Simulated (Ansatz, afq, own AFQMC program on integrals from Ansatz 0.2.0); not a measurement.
# BPN (quartet): quantum Monte Carlo beside coupled cluster at distance B2–P3 = 1.480 Å, cc-pVDZ

How near does AFQMC come to the top of the ladder for BPN (quartet)?

Method: cc-pVDZ, frozen cores; program: Ansatz 0.2.0, Gaussian basis, and an in-house AFQMC program (afq) on its integrals; all values are calculated.

The runs, in order: PBE (unrestricted); r2SCAN (unrestricted); PBE0 (unrestricted); B3LYP (unrestricted); wB97M-V (unrestricted); B2PLYP (unrestricted); CCSD(T) on UHF; CCSDT(Q) on UHF; Phaseless AFQMC, CISD trial on UHF.

10 further runs of the same task are left out: 2 that didn't finish, 8 set aside as unsound or not needed. Runs told in other sessions of the task aren't counted.

## Step 1: The geometry

The geometry derives from a PBE0/def2-TZVP stationary point (not a proven minimum). One bond is set to the value named and the two fragments are kept rigid.

3 atoms, charge 0, spin multiplicity 4.

Atoms are counted from 1 here; the program's logs count them from 0.

Bond lengths: N1–B2 1.334 Å, B2–P3 1.480 Å. Angles: N1–B2–P3 180.0°.

## Step 2: PBE (unrestricted)

in.yaml reads:

```yaml
crystal:
  periodic: [false, false, false]
  atoms:
    - {symbol: N, position_ang: [0.000000, 0.000000, -1.382600]}
    - {symbol: B, position_ang: [0.000000, 0.000000, -0.048700]}
    - {symbol: P, position_ang: [0.000000, 0.000000, 1.431300]}
basis:
  gaussian: {orbitals: cc-pVDZ}
magnetization: {spin_polarized: true, initial_magnetization: 3}
hamiltonian: {xc: {name: PBE}}
output: {orbitals: {seedname: orbitals}}
```

Command:

```sh
ansatz run in.yaml --threads 1 --pin off --events-out ev --progress --plain --max-ram 1382MiB
```

The program printed:

```text
Functional definition: PBE
  name "PBE"
  cite "Perdew, Burke & Ernzerhof, Phys. Rev. Lett. 77, 3865 (1996) doi:10.1103/PhysRevLett.77.3865"
  parent pbe
  parameter kappa = 0.804
  parameter beta = 0.06672455060314922
  exchange = pbe_x(kappa = kappa, mu = beta*pi^2/3)
  correlation = pbe_c(beta = beta)
461 factors; integrals over basis functions are off by at most 1.2e-3 eV
mean field evaluation 1: about -11425.2007 eV, gradient 5.0e1 eV
mean field evaluation 2: about -11246.2015 eV, gradient 1.3e2 eV
mean field evaluation 4: about -11428.0112 eV, gradient 4.5e1 eV
mean field evaluation 8: about -11439.6579 eV, gradient 1.4e1 eV
mean field evaluation 16: about -11441.2163 eV, gradient 7.6e-1 eV
mean field evaluation 32: about -11441.2258 eV, gradient 1.1e-3 eV
mean field evaluation 64: about -11440.2493 eV, gradient 2.6e-1 eV
mean field -11441.22580176 eV, -420.4572930733 hartree, gradient 9.4e-6 eV, S^2 3.772632; 12 other end points of the search recorded, 0 dependent functions left out
reference -11441.22582776 eV, -420.4572940288 hartree; 15, 12 occupied and 31, 34 virtual orbitals, 461 factors
Total energy: -11441.22582776 eV, -420.4572940288 hartree
```

Run time: 1.7 s. Hardware: 1 thread of AMD EPYC 9R45 (Zen 5), shared host.

From the report: ⟨S²⟩ of the determinant 3.773 (pure quartet: 3.75).

## Step 3: r2SCAN (unrestricted)

Edit in.yaml of step 2 so:

```diff
@@ -9,3 +9,2 @@
 magnetization: {spin_polarized: true, initial_magnetization: 3}
-hamiltonian: {xc: {name: PBE}}
-output: {orbitals: {seedname: orbitals}}
+hamiltonian: {xc: {name: r2SCAN}}
```

Same command.

The program printed, cut to the lines that bear on the results:

```text
Functional definition: r2SCAN
  name "r2SCAN"
  cite "Furness, Kaplan, Ning, Perdew & Sun, J. Phys. Chem. Lett. 11, 8208 (2020) doi:10.1021/acs.jpclett.0c02405"
  cite "Furness, Kaplan, Ning, Perdew & Sun, J. Phys. Chem. Lett. 11, 9248 (2020) doi:10.1021/acs.jpclett.0c03077"
  parent r2scan
[...]
461 factors; integrals over basis functions are off by at most 1.2e-3 eV
[...]
mean field -11446.46099930 eV, -420.6496830342 hartree, gradient 1.4e-6 eV, S^2 3.781978; 10 other end points of the search recorded, 0 dependent functions left out
reference -11446.46100682 eV, -420.6496833108 hartree; 15, 12 occupied and 31, 34 virtual orbitals, 461 factors
Total energy: -11446.46100682 eV, -420.6496833108 hartree
```

Run time: 6 s. Hardware: 1 thread of AMD EPYC 9R45 (Zen 5), shared host.

From the report: ⟨S²⟩ of the determinant 3.782 (pure quartet: 3.75).

## Step 4: PBE0 (unrestricted)

Edit in.yaml of step 3 so:

```diff
@@ -9,2 +9,3 @@
 magnetization: {spin_polarized: true, initial_magnetization: 3}
-hamiltonian: {xc: {name: r2SCAN}}
+hamiltonian: {xc: {name: PBE0}}
+output: {orbitals: {seedname: orbitals}}
```

Same command.

The program printed, cut to the lines that bear on the results:

```text
Functional definition: PBE0
  name "PBE0"
  cite "Adamo & Barone, J. Chem. Phys. 110, 6158 (1999) doi:10.1063/1.478522"
  cite "Perdew, Burke & Ernzerhof, Phys. Rev. Lett. 77, 3865 (1996) doi:10.1103/PhysRevLett.77.3865"
  parent pbe
[...]
461 factors; integrals over basis functions are off by at most 1.2e-3 eV
[...]
mean field -11442.19617110 eV, -420.4929534889 hartree, gradient 1.3e-5 eV, S^2 3.782401; 5 other end points of the search recorded, 0 dependent functions left out
reference -11442.19619078 eV, -420.4929542119 hartree; 15, 12 occupied and 31, 34 virtual orbitals, 461 factors
Total energy: -11442.19619078 eV, -420.4929542119 hartree
```

Run time: 1.5 s. Hardware: 1 thread of AMD EPYC 9R45 (Zen 5), shared host.

From the report: ⟨S²⟩ of the determinant 3.782 (pure quartet: 3.75).

## Step 5: B3LYP (unrestricted)

Edit in.yaml of step 4 so:

```diff
@@ -9,3 +9,2 @@
 magnetization: {spin_polarized: true, initial_magnetization: 3}
-hamiltonian: {xc: {name: PBE0}}
-output: {orbitals: {seedname: orbitals}}
+hamiltonian: {xc: {name: B3LYP}}
```

The command is unchanged.

The program printed, cut to the lines that bear on the results:

```text
Functional definition: B3LYP
  name "B3LYP"
  cite "Stephens, Devlin, Chabalowski & Frisch, J. Phys. Chem. 98, 11623 (1994) doi:10.1021/j100096a001"
  cite "Becke, Phys. Rev. A 38, 3098 (1988) doi:10.1103/PhysRevA.38.3098"
  cite "Lee, Yang & Parr, Phys. Rev. B 37, 785 (1988) doi:10.1103/PhysRevB.37.785"
  cite "Vosko, Wilk & Nusair, Can. J. Phys. 58, 1200 (1980) doi:10.1139/p80-159"
[...]
461 factors; integrals over basis functions are off by at most 1.2e-3 eV
[...]
mean field -11448.91406482 eV, -420.7398315293 hartree, gradient 3.7e-6 eV, S^2 3.774881; 6 other end points of the search recorded, 0 dependent functions left out
reference -11448.91425274 eV, -420.7398384352 hartree; 15, 12 occupied and 31, 34 virtual orbitals, 461 factors
Total energy: -11448.91425274 eV, -420.7398384352 hartree
```

Wall time 1.9 s (1 thread of AMD EPYC 9R45 (Zen 5), shared host).

From the report: ⟨S²⟩ of the determinant 3.775 (pure quartet: 3.75).

## Step 6: wB97M-V (unrestricted)

Edit in.yaml of step 5 so:

```diff
@@ -9,2 +9,3 @@
 magnetization: {spin_polarized: true, initial_magnetization: 3}
-hamiltonian: {xc: {name: B3LYP}}
+hamiltonian: {xc: {name: wB97M-V}}
+output: {orbitals: {seedname: orbitals}}
```

Same command.

The program printed, cut to the lines that bear on the results:

```text
Functional definition: wB97M-V
  name "wB97M-V"
  cite "Mardirossian & Head-Gordon, J. Chem. Phys. 144, 214110 (2016) doi:10.1063/1.4952647"
  cite "Becke, J. Chem. Phys. 107, 8554 (1997) doi:10.1063/1.475007"
  cite "Vydrov & Van Voorhis, J. Chem. Phys. 133, 244103 (2010) doi:10.1063/1.3521275"
  # Of w^i u^j: cxij and so on, Table III.
[...]
  gx(w, u) = 1 - cx + cx01*u + cx10*w
  gss(w, u) = css00 + css04*u^4 + css10*w + css20*w^2 + css43*w^4*u^3
  gos(w, u) = cos00 + cos10*w + (cos20 + cos21*u)*w^2 + (cos60 + cos61*u)*w^6
[...]
      + integral(e_c_pw_mod_opposite_spin*gos(b97_w_opposite, b97_u_opposite)) + vv10(b, c)
461 factors; integrals over basis functions are off by at most 1.2e-3 eV
128 factors; integrals over basis functions are off by at most 9.8e-6 eV
[...]
mean field -11447.14669575 eV, -420.6748819141 hartree, gradient 1.4e-5 eV, S^2 3.778395; 4 other end points of the search recorded, 0 dependent functions left out
reference -11447.14672361 eV, -420.6748829381 hartree; 15, 12 occupied and 31, 34 virtual orbitals, 461 factors
Total energy: -11447.14672361 eV, -420.6748829381 hartree
```

Wall time 4.6 s (1 thread of AMD EPYC 9R45 (Zen 5), shared host).

From the report: ⟨S²⟩ of the determinant 3.778 (pure quartet: 3.75).

## Step 7: B2PLYP (unrestricted)

Edit in.yaml of step 6 so:

```diff
@@ -9,3 +9,3 @@
 magnetization: {spin_polarized: true, initial_magnetization: 3}
-hamiltonian: {xc: {name: wB97M-V}}
-output: {orbitals: {seedname: orbitals}}
+hamiltonian: {xc: {name: B2PLYP}}
+correlation: {electrons: outside_noble_gas}
```

Launched as before.

The program printed, cut to the lines that bear on the results:

```text
Functional definition: B2PLYP
  name "B2PLYP"
  cite "Grimme, J. Chem. Phys. 124, 034108 (2006) doi:10.1063/1.2148954"
  cite "Becke, Phys. Rev. A 38, 3098 (1988) doi:10.1103/PhysRevA.38.3098"
  cite "Lee, Yang & Parr, Phys. Rev. B 37, 785 (1988) doi:10.1103/PhysRevB.37.785"
[...]
461 factors; integrals over basis functions are off by at most 1.2e-3 eV
[...]
mean field -11440.26030090 eV, -420.4218115711 hartree, gradient 1.4e-6 eV, S^2 3.809929; 6 other end points of the search recorded, 0 dependent functions left out
7 core orbitals not correlated: weight in the atoms' cores, before any rotation towards them, 1.000 or more for the frozen orbitals, at most 0.000 for the correlated occupied ones
reference -11440.26042024 eV, -420.4218159568 hartree; 8, 5 occupied and 31, 34 virtual orbitals, 461 factors
second order -8.55429734 eV of doubles, -0.00000000 eV of singles
Total energy: -11442.57008052 eV, -420.5066944067 hartree
```

Wall time 2 s (1 thread of AMD EPYC 9R45 (Zen 5), shared host).

From the report: ⟨S²⟩ of the determinant 3.810 (pure quartet: 3.75).

## Step 8: CCSD(T) on UHF

Edit in.yaml of step 7 so:

```diff
@@ -9,3 +9,2 @@
 magnetization: {spin_polarized: true, initial_magnetization: 3}
-hamiltonian: {xc: {name: B2PLYP}}
-correlation: {electrons: outside_noble_gas}
+correlation: {method: ccsd_t, electrons: outside_noble_gas, hamiltonian_folder: ham}
```

Same command.

The program printed, cut to the lines that bear on the results:

```text
Functional definition: HF
  name "HF"
  cite "Fock, Z. Phys. 61, 126 (1930) doi:10.1007/BF01340294"
  parent pbe
[...]
461 factors; integrals over basis functions are off by at most 1.2e-3 eV
[...]
mean field -11420.81384936 eV, -419.7071676582 hartree, gradient 1.9e-6 eV, S^2 3.879365; 19 other end points of the search recorded, 0 dependent functions left out
determinant -11420.81384936 eV, -419.7071676582 hartree, with singles and doubles -11428.57373126 eV, -419.9923380582 hartree
determinant -11419.76688004 eV, -419.6686922456 hartree, with singles and doubles -11427.88031819 eV, -419.9668555980 hartree
determinant -11419.76392494 eV, -419.6685836474 hartree, with singles and doubles -11428.06451819 eV, -419.9736248230 hartree
determinant -11418.82296927 eV, -419.6340041646 hartree, with singles and doubles -11427.99626135 eV, -419.9711164305 hartree
determinant -11417.82593005 eV, -419.5973636488 hartree, with singles and doubles -11425.45680916 eV, -419.8777932839 hartree
determinant -11417.35652781 eV, -419.5801134349 hartree, with singles and doubles -11426.86982309 eV, -419.9297205882 hartree
determinant -11420.81384936 eV, -419.7071676582 hartree, with singles and doubles -11428.58222441 eV, -419.9926501756 hartree
determinant -11419.76392494 eV, -419.6685836474 hartree, with singles and doubles -11428.10995401 eV, -419.9752945589 hartree
7 core orbitals not correlated: weight in the atoms' cores, before any rotation towards them, 1.000 or more for the frozen orbitals, at most 0.000 for the correlated occupied ones
reference -11420.81384936 eV, -419.7071676582 hartree; 8, 5 occupied and 31, 34 virtual orbitals, 461 factors
second order -6.57376034 eV of doubles, -0.00000000 eV of singles
cycle   1  -7.76837437 eV  change    6.8e-7 eV  update   2.0e-6
perturbative correction -0.26409150 eV, -0.0097051836 hartree
Total energy: -11428.84631522 eV, -420.0023553341 hartree
```

It took 3.2 s on 1 thread of AMD EPYC 9R45 (Zen 5), shared host.

From the report: ⟨S²⟩ of the determinant 3.879 (pure quartet: 3.75); correlation -8.0325 eV; T1 0.033; largest double amplitude 0.08.

This run also writes the integrals to the folder ham.

## Step 9: CCSDT(Q) on UHF

Edit in.yaml of step 8 so:

```diff
@@ -9,2 +9,2 @@
 magnetization: {spin_polarized: true, initial_magnetization: 3}
-correlation: {method: ccsd_t, electrons: outside_noble_gas, hamiltonian_folder: ham}
+correlation: {method: ccsdt_q, electrons: outside_noble_gas}
```

Same command.

The program printed, cut to the lines that bear on the results:

```text
Functional definition: HF
  name "HF"
  cite "Fock, Z. Phys. 61, 126 (1930) doi:10.1007/BF01340294"
  parent pbe
[...]
822 factors; integrals over basis functions are off by at most 2.2e-7 eV
[...]
mean field -11420.81387781 eV, -419.7071687037 hartree, gradient 1.6e-6 eV, S^2 3.879365; 18 other end points of the search recorded, 0 dependent functions left out
determinant -11420.81387781 eV, -419.7071687037 hartree, with singles and doubles -11428.57376290 eV, -419.9923392211 hartree
determinant -11419.76691224 eV, -419.6686934289 hartree, with singles and doubles -11427.88034987 eV, -419.9668567623 hartree
determinant -11419.76395933 eV, -419.6685849115 hartree, with singles and doubles -11428.06455325 eV, -419.9736261116 hartree
determinant -11418.82300194 eV, -419.6340053650 hartree, with singles and doubles -11427.99629155 eV, -419.9711175405 hartree
determinant -11417.82596109 eV, -419.5973647898 hartree, with singles and doubles -11425.45684530 eV, -419.8777946121 hartree
determinant -11417.35656048 eV, -419.5801146352 hartree, with singles and doubles -11426.86985194 eV, -419.9297216482 hartree
determinant -11420.81387781 eV, -419.7071687037 hartree, with singles and doubles -11428.58225640 eV, -419.9926513516 hartree
determinant -11419.76395933 eV, -419.6685849115 hartree, with singles and doubles -11428.10998936 eV, -419.9752958578 hartree
7 core orbitals not correlated: weight in the atoms' cores, before any rotation towards them, 1.000 or more for the frozen orbitals, at most 0.000 for the correlated occupied ones
reference -11420.81387781 eV, -419.7071687037 hartree; 8, 5 occupied and 31, 34 virtual orbitals, 822 factors
second order -6.57377120 eV of doubles, -0.00000000 eV of singles
cycle   1  -7.31650469 eV  change   -7.4e-1 eV  update   9.3e-2
[...]
cycle  24  -8.08001661 eV  change    7.5e-7 eV  update   2.9e-7
perturbative correction -0.02227152 eV, -0.0008184634 hartree
Total energy: -11428.91616594 eV, -420.0049223006 hartree
```

Wall time 19 s (1 thread of AMD EPYC 9R45 (Zen 5), shared host); peak memory 0.54 GiB.

From the report: ⟨S²⟩ of the determinant 3.879 (pure quartet: 3.75); correlation -8.1023 eV; T1 0.036; largest double amplitude 0.10.

## Step 10: Phaseless AFQMC, CISD trial on UHF

It reads the integrals that the CCSD(T) run on this determinant wrote.

Command:

```sh
afq ham --method phaseless --trial cisd --walkers 60 --populations 1 --least-time 40 --time-step 0.005 --steps-per-block 50 --equilibration-blocks 28 --max-blocks 300 --target-error 0.00043 --factor-cut 1e-05 --start spin_pure --seed 7800 --release-times 0.24,0.51,0.99,1.62,2.4 --release-step 0.03 --release-every 4 --taylor-order 6
```

The program printed:

```text
orbitals 39  electrons 8 5  factors 300 of 461
reference energy -419.70716766 Eh
CCSD correlation -0.28548248 Eh in 13 cycles, weight of the determinant in the CISD state 0.8423
energy of the start -419.986514 Eh
 block  time / (1/Eh)  mean weight  energy / Eh
     1     0.250  0.9988  -419.984916
     2     0.500  0.9996  -419.987966
     3     0.750  0.9997  -419.991154
     4     1.000  0.9994  -419.996456
     5     1.250  0.9963  -419.997408
     6     1.500  0.9983  -420.003084
     7     1.750  0.9998  -420.001008
     8     2.000  0.9999  -419.997794
     9     2.250  1.0009  -419.998050
    10     2.500  1.0012  -419.996248
    11     2.750  1.0007  -420.005560
    16     4.000  1.0015  -420.003388
    21     5.250  1.0006  -420.005144
    26     6.500  1.0000  -420.003050
    31     7.750  0.9989  -420.001514
    36     9.000  0.9975  -420.008877
    41    10.250  1.0004  -420.000891
    46    11.500  1.0010  -420.008866
    51    12.750  0.9996  -420.006748
    56    14.000  0.9991  -419.993424
    61    15.250  0.9982  -420.011767
    66    16.500  0.9985  -420.014689
    71    17.750  1.0005  -420.001360
    76    19.000  0.9995  -420.008326
    81    20.250  1.0021  -420.004633
    86    21.500  0.9996  -420.002336
    91    22.750  1.0005  -419.999227
    96    24.000  0.9987  -419.996658
   101    25.250  1.0019  -420.005895
   106    26.500  0.9992  -420.010457
   111    27.750  0.9871  -420.001863
   116    29.000  1.0005  -420.002344
   121    30.250  0.9992  -419.998017
   126    31.500  1.0030  -420.017374
   131    32.750  1.0009  -419.996974
   136    34.000  0.9985  -420.002588
   141    35.250  1.0018  -420.005534
   146    36.500  0.9985  -419.999128
   151    37.750  0.9986  -420.003707
   156    39.000  0.9989  -420.003562
   161    40.250  1.0028  -420.000659
   166    41.500  1.0007  -420.006709
   171    42.750  1.0011  -419.999745
   176    44.000  0.9986  -420.007544
   181    45.250  1.0000  -420.000746
   186    46.500  0.9980  -419.998477
   191    47.750  0.9975  -419.999545
   196    49.000  1.0017  -420.005768
   201    50.250  0.9994  -420.000664
   206    51.500  0.9989  -420.000604
   211    52.750  0.9992  -420.007422
   216    54.000  0.9972  -420.006365
   221    55.250  1.0001  -419.996133
   226    56.500  0.9990  -420.012708
   231    57.750  0.9997  -420.002883
   236    59.000  0.9988  -419.995754
blocks merged  error / Eh  count
     1  0.000354  210
     2  0.000434  105
     4  0.000427  52
     8  0.000333  26
    16  0.000392  13
released: time / (1/Eh)  energy / Eh  error  mean overlap
  0.24  -420.003653  0.000679  0.9976
  0.51  -420.004566  0.000651  0.9924
  0.99  -420.005319  0.000748  0.9764
  1.62  -420.005368  0.000755  0.9455
  2.40  -420.003028  0.000861  0.9979
energy -420.003284 +/- 0.000427 Eh
```

It took 2.9 min on 1 thread of AMD EPYC 9R45 (Zen 5), shared host.

Energy -11428.8716 ± 0.0116 eV. Caveats: constraint bias not in the error.

## Step 11: All levels side by side

On the UHF determinant, counted from CCSDT(Q) (a yardstick, not exact):

```tsv
level	energy (eV)	from CCSDT(Q) (kJ/mol)	statistical error (kJ/mol)	time
HF	-11420.8138	+781.8		
MP2	-11427.3876	+147.5		
CCSD	-11428.5822	+32.2		
CCSD(T)	-11428.8463	+6.7		
CCSDT(Q)	-11428.9162	0.0		
Phaseless AFQMC, CISD trial, step 0.005, 60 walkers	-11428.8716	+4.3	1.1	2.9 min
```

The functionals' totals stand on their own zeros and serve differences with other points: PBE -11441.226 eV; r2SCAN -11446.461 eV; PBE0 -11442.196 eV; B3LYP -11448.914 eV; wB97M-V -11447.147 eV; B2PLYP -11442.570 eV.

## Step 12: Results

```
                                        quantity              value
                    CCSD(T) on UHF from CCSDT(Q)        +6.7 kJ/mol
Phaseless AFQMC, CISD trial on UHF from CCSDT(Q)  +4.3 ± 1.1 kJ/mol
```

On UHF the phaseless walk with the CISD trial lies +4.3 kJ/mol from CCSDT(Q), 4 times its error bar. Error bars are statistical and leave out the constraint, the time step and what remains of the start.
